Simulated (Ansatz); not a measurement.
# AlH₃+ (doublet): wave-function methods side by side, def2-TZVPP

One table from this session's results is given with a row withheld; the runs are named, their logs left out.

Program: Ansatz 0.2.0, Gaussian basis. Level of theory: def2-TZVPP, core rule «outside noble gas», up to 5 orbitals frozen. These are calculated values, not measurements.

The runs, in order: UHF; ROHF; CCSD(T) on UHF.

2 further runs of the same task are left out: 2 set aside as unsound or not needed.

**The system**

The geometry is a PBE0/def2-TZVP stationary point (not a proven minimum).

4 atoms, charge 1, spin multiplicity 2.

Atoms are counted from 1 here; the program's logs count them from 0.

Bond lengths: Al1–H2 1.560 Å, Al1–H3 1.560 Å. Angles: H2–Al1–H3 167.6°.

The first run:

in.yaml reads:

```yaml
crystal:
  periodic: [false, false, false]
  atoms:
    - {symbol: Al, position_ang: [0.000000, 0.057143, 0.000000]}
    - {symbol: H, position_ang: [0.000000, 0.226182, -1.551199]}
    - {symbol: H, position_ang: [0.000000, 0.226189, 1.551197]}
    - {symbol: H, position_ang: [0.000000, -1.982029, 0.000004]}
basis:
  gaussian: {orbitals: def2-TZVPP}
total_charge: 1
magnetization: {spin_polarized: true, initial_magnetization: 1}
hamiltonian: {xc: hf}
output: {orbitals: {seedname: orbitals}}
```

Started as:

```console
$ ansatz run in.yaml --threads 1 --pin off --events-out ev --progress --plain --max-ram 4096MiB --backend cpu
```

Steps of the session up to this table: UHF; ROHF; CCSD(T) on UHF.

One of the session's tables, all rows but one given; the rest of the session is left out.

| method | from UCCSD(T) (meV) |
| --- | --- |
| ROHF | +2280.5 |
| UHF | +2263.3 |
| UMP2 | +526.5 |
| UCCSD | ? |
| UCCSD(T) | 0 |

**Question.** Estimate the row for UCCSD.

As computed: from UCCSD(T) (meV): +28.5. In the column «from UCCSD(T) (meV)» it lies between UCCSD(T) (0) and UMP2 (+526.5).
